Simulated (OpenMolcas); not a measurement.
**AlH3 (SMILES [H][Al]([H])[H]): levels of theory compared**

Aim: a comparison of 6 runs (B2PLYP/3-21G, PBE/3-21G, SVWN5/3-21G, UPBE/3-21G, CISD/3-21G, CCSD(T)/3-21G) of AlH3. 

The results are computed with OpenMolcas 26.06.

1 further run of the same task is left out (set aside as unsound or not needed).

**1. The molecule**

The species is AlH3 (4 atoms), meant as a singlet with charge 0. As SMILES, `[H][Al]([H])[H]`. The Al1–H4 distance was set to 1.941 Å, away from the relaxed value.

Bond lengths: Al1–H2 1.553 Å, Al1–H3 1.553 Å. Angles: H2–Al1–H3 120.0°.

**2. A single-point energy at B2PLYP/3-21G (run 1)**

Contents of run.inp:

```
&GATEWAY
 BASLIB
 $CurrDir
 COORD
 4
 angstrom
 Al       0.200677       0.332269      -0.001095
 H        1.753337       0.301769       0.013495
 H       -0.549123       1.692129      -0.020235
 H       -0.802830      -1.329300       0.004480
 BASIS
 3-21G
 GROUP
 NoSym

&SEWARD
 GRIDINPUT
 Grid=UltraFine
 End of Grid

&SCF
 KSDFT
 B2PLYP_SCF
 THRESHOLDS
 1e-10 1e-07 1e-07 1e-05
 PRORBITALS
 1 1

&MBPT2
 FROZEN
 5
```

The basis set 3-21G is read from a file made from the Basis Set Exchange's data (not shown).

On the command line:

```bash
$ export MOLCAS_MEM=1860
$ pymolcas run.inp > run.log
```

Log:

```text
--- Start Module: gateway ---
[...]
--- Stop Module: gateway /rc=_RC_ALL_IS_WELL_ ---
[...]
      Basis functions           19
[...]
--- Start Module: scf ---
[...]
       Convergence after   9 Iterations
[...]
::    Total KS-DFT energy                            -242.6636166214
[...]
      Total spin, S                                     0.0000000000
[...]
      Total electronic charge=   16.000000
      Total            charge=   -0.000000
[...]
      Dipole Moment (debye):
      Origin of the operator (angstrom)=    0.1939    0.3211   -0.0011
                   X=  3.8966E-01               Y=  6.4517E-01               Z= -2.0221E-03           Total=  7.5371E-01
      Quadrupole Moment (debye*angstrom):
[...]
--- Stop Module: scf /rc=_RC_ALL_IS_WELL_ ---
[...]
--- Start Module: mbpt2 ---
[...]
 ###    WARNING: MP2 implementation intended for RHF references only         ###
 ###############################################################################
MBPT2 WARNING: Reference function according to RunFile:KS-DFT
I'll assume you know what you're doing and continue
WARNING!
Default frozen orbitals as non valence orbitals is overwritten by user input.
Default values:   2
[...]
       Reference weight ( Cref**2 )         =        0.95804
::    Total MBPT2 energy                             -242.7210935368
[...]
      Total MBPT2 calculations                           0.02      0.02
--- Stop Module: mbpt2 /rc=_RC_ALL_IS_WELL_ ---
[...]
```

Run time: 2.1 s. Hardware: 1 thread of Intel Xeon 6975P-C (Granite Rapids), shared host; peak memory 0.37 GiB.

**3. The energy at PBE/3-21G (run 2)**

Contents of run.input:

```
>>> EXPORT MOLCAS_PRINT=2

&GATEWAY
 BASLIB = $CurrDir
 COORD
 4
 angstrom
 Al       0.200677       0.332269      -0.001095
 H        1.753337       0.301769       0.013495
 H       -0.549123       1.692129      -0.020235
 H       -0.802830      -1.329300       0.004480
 BASIS = 3-21G
 GROUP = NoSym

&SEWARD
 GRIDINPUT
 Grid=UltraFine
 End of Grid

&SCF
 KSDFT = PBE
 THRESHOLDS = 1e-10 1e-07 1e-07 1e-05
 PRORBITALS = 1 1
```

The basis set 3-21G is read from a file made from the Basis Set Exchange's data (not shown).

On the command line:

```bash
$ export MOLCAS_MEM=1860
$ pymolcas run.input > run.log
```

Log:

```text
--- Start Module: gateway ---
[...]
--- Stop Module: gateway /rc=_RC_ALL_IS_WELL_ ---
--- Start Module: seward ---
[...]
      Basis functions           19
--- Stop Module: seward /rc=_RC_ALL_IS_WELL_ ---
--- Start Module: scf ---
[...]
       Convergence after  11 Iterations
[...]
::    Total KS-DFT energy                            -242.6631011187
[...]
      Total spin, S                                     0.0000000000
[...]
      Total electronic charge=   16.000000
      Total            charge=   -0.000000
[...]
      Dipole Moment (debye):
      Origin of the operator (angstrom)=    0.1939    0.3211   -0.0011
                   X=  3.5143E-01               Y=  5.8188E-01               Z= -1.8354E-03           Total=  6.7977E-01
      Quadrupole Moment (debye*angstrom):
[...]
--- Stop Module: scf /rc=_RC_ALL_IS_WELL_ ---
[...]
```

It took 2.4 s on 1 thread of Intel Xeon 6975P-C (Granite Rapids), shared host; peak memory 0.37 GiB.

Runs 3 to 5 aren't shown in full; the table further down has their settings and results.

**4. A single-point energy at CCSD(T)/3-21G (run 6)**

Contents of run.inp:

```
&GATEWAY
 BasLib = $CurrDir
 Coord
 4
 angstrom
 Al       0.200677       0.332269      -0.001095
 H        1.753337       0.301769       0.013495
 H       -0.549123       1.692129      -0.020235
 H       -0.802830      -1.329300       0.004480
 Basis = 3-21G
 Group = NoSym

&SEWARD

&SCF
 Thresholds = 1e-10 1e-07 1e-07 1e-05
 PrOrbitals = 1 1

&RASSCF
 FileOrb = $Project.ScfOrb
 Spin = 1
 Nactel = 0 0 0
 Inactive = 8
 Ras2 = 0
 OutOrbitals = Canonical
 OrbListing = Nothing

&MOTRA
 JobIph
 Frozen = 5

&CCSDT
 CCT
 Triples = 2
 Iterations = 80
 Accuracy = 1e-08
 Extrapolation = 5 4
```

The basis set 3-21G is read from a file made from the Basis Set Exchange's data (not shown).

On the command line:

```bash
$ export MOLCAS_MEM=1860
$ pymolcas run.inp > run.log
```

Log:

```text
--- Start Module: gateway ---
[...]
--- Stop Module: gateway /rc=_RC_ALL_IS_WELL_ ---
[...]
      Basis functions           19
[...]
       Convergence after   8 Iterations
[...]
::    Total SCF energy                               -242.2628556804
[...]
      Total spin, S                                     0.0000000000
[...]
      Number of active orbitals                  0
[...]
      Spin quantum number                      0.0
[...]
      Active orbitals                            0
[...]
      Number of CSFs                             1
[...]
      Number of root(s) required                 1
[...]
      Convergence after  4 iterations
[...]
      Natural orbitals and occupation numbers for root  1
      ************************************************************************************************************************
      *                                                    Final results                                                     *
      ************************************************************************************************************************
[...]
::    RASSCF root number  1 Total energy:   -242.26285568
[...]
      Total electronic charge=   16.000000
      Total            charge=   -0.000000
[...]
      Dipole Moment (debye):
      Origin of the operator (angstrom)=    0.1939    0.3211   -0.0011
                   X=  4.2308E-01               Y=  7.0049E-01               Z= -2.1874E-03           Total=  8.1834E-01
      Quadrupole Moment (debye*angstrom):
[...]
--- Start Module: motra ---
[...]
--- Stop Module: motra /rc=_RC_ALL_IS_WELL_ ---
--- Start Module: ccsdt ---
[...]
      Convergence after                    14  Iterations
      Total energy (diff) :    -242.32607721      -0.00000000
[...]
 METHOD                       : CCSD+T(CCSD)+<T3(1)WT1> = CCSD(T)
[...]
       CCSD     =      -242.3260772118436
[...]
```

Wall time 1.9 s (1 thread of Intel Xeon 6975P-C (Granite Rapids), shared host); peak memory 0.37 GiB.

**5. The series**

| run | level | frozen core orbitals | scramble | energy (Eh) | dipole moment (D) of the reference | HOMO energy (eV) | LUMO energy (eV) | wall time |
| --- | --- | --- | --- | --- | --- | --- | --- | --- |
| 1 | B2PLYP/3-21G | 5 | – | -242.679135 | 0.75 | -8.97 | -0.93 | 2.1 s |
| 2 | PBE/3-21G | – | – | -242.663101 | 0.68 | -6.81 | -2.73 | 2.4 s |
| 3 | SVWN5/3-21G | – | – | -241.720874 | 0.63 | -6.81 | -2.89 | 1.9 s |
| 4 | UPBE/3-21G | – | 0.25 | -242.663101 | 0.68 | -6.81 | -2.73 | 3.6 s |
| 5 | CISD/3-21G | 5 | – | -242.324265 | 0.82 | -10.69 | 0.72 | 1.3 s |
| 6 | CCSD(T)/3-21G | 5 | – | -242.326832 | 0.82 | -10.69 | 0.72 | 1.9 s |

**6. Outcome**

| quantity | value |
| --- | --- |
| run 6: total energy | -242.32683 Eh |
| run 6: dipole moment (mean-field density) | 0.82 D |
| run 6: HOMO energy (Hartree–Fock orbitals) | -10.69 eV |
| run 6: LUMO energy (Hartree–Fock orbitals) | 0.72 eV |
| run 6: HOMO–LUMO gap (Hartree–Fock orbitals) | 11.41 eV |
| run 6: correlation energy (5 core orbitals frozen) | -64.0 mEh |
| run 6: (T) correction | -0.76 mEh |

**Reading.** Over runs 1, 2, 3, 4 the dipole moment (its size) runs from 0.63 D (SVWN5/3-21G) to 0.75 D (B2PLYP/3-21G). A double hybrid's value is that of its SCF part. Over runs 1, 2, 3, 4 the HOMO–LUMO gap runs from 3.93 eV (SVWN5/3-21G) to 8.04 eV (B2PLYP/3-21G). For B2PLYP the log adds the whole second-order term; the table takes 0.27 of it, as the functional is defined. Totals of different functionals can't be ranked against each other. All runs together took 13 s, the longest 3.6 s.
